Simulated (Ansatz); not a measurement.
Crystal: Zr2O3, cubic X2O3 (oxygen-deficient fluorite) type, 10 atoms in the cell.

Space group Pn-3m, simple cubic cell, positions in fractions of the edge: Zr (0.25 0.25 0.25), (0.75 0.75 0.25), (0.75 0.25 0.75), (0.25 0.75 0.75); O (0.5 0 0), (0 0.5 0), (0 0 0.5), (0.5 0.5 0), (0.5 0 0.5), (0 0.5 0.5).

Theory: Ansatz, PBE, plane waves, PAW datasets (generated soft set 1).

Cutoff 700 eV; k-mesh 11×11×11 Γ-centred; Fermi–Dirac smearing of 0.0612 eV; no spin polarisation.

| V (Å³/atom) | a (Å) | E − E(min) (meV/atom) | P (GPa) |
| --- | --- | --- | --- |
| 12.246 | 4.9659 | 32.03 | 13.88 |
| 12.507 | 5.0009 | 13.70 | 8.75 |
| 12.767 | 5.0354 | 3.29 | 4.14 |
| 13.028 | 5.0694 | 0.00 | -0.02 |
| 13.289 | 5.1030 | 3.13 | -3.76 |
| 13.810 | 5.1689 | 26.14 | -10.16 |

(1) Fit a third-order Birch–Murnaghan equation of state to the energies.

Answers

(1) V₀ = 13.027 Å³/atom (a₀ = 5.069 Å), B₀ = 197 GPa, B₀′ = 4.24.

The published all-electron PBE values for this crystal (mean of FLEUR and WIEN2k, k-spacing 0.06 Å⁻¹; Bosoni et al., Nat. Rev. Phys. 6, 45 (2024)) are V₀ = 13.027 Å³/atom, B₀ = 197.1 GPa, B₀′ = 4.25. This run's mesh is coarser (spacing 0.11 Å⁻¹), so part of any difference comes from k-sampling.

The stress includes the program's correction for the finite plane-wave basis.

This cubic structure is a model: it isn't the usual form of the substance at ambient conditions, and such phases are metastable or hypothetical. The k-mesh is modest, so these values aren't fully converged in k.
